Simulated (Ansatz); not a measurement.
A made-up structure of AlHClO (charge -1), singlet:

```
atom    x (Å)    y (Å)    z (Å)
  O1   0.3192  -1.0796   1.4788
 Al2  -1.5207  -0.0839  -1.2776
 Cl3   0.1376  -0.0419   0.1701
  H4   0.9074   0.9611  -0.2426
```

It is relaxed with PBE-D4/def2-SVPD and then PBE0-D4/def2-TZVPD (Ansatz 0.2.0). Atoms count as bonded within 1.22 times the sum of their covalent radii (H–H: 0.88 Å). The end point is not checked to be a true minimum.

(1) Does its bonding change? (A judgement: the text doesn't fix the answer.)

Answers

(1) Computed: Yes. Formed: Al2–H4; broken: Cl3–H4.

Where it ends: The first stage lowers the energy by 3.43 eV in 11 steps. It ends as AlHClO ([O][Cl][AlH]), total charge -1:
```
4
angstrom
O 0.0939 -1.4696 1.7059
Al -0.9588 0.1524 -1.0319
Cl 0.4861 -0.2611 0.7260
H 0.2224 1.3339 -1.2713
```

Labels in which every atom is bracketed show which atoms are joined, not bond orders.

For scale, one of the runs: PBE0-D4/def2-TZVPD relaxation, 138 basis functions, launched by `ansatz run in.yaml --threads 2 --pin off --events-out ev --progress --plain --max-ram 4352MiB`. Hardware: 2 CPU threads of an Arm Neoverse V1, shared host. Wall time about 22 s.
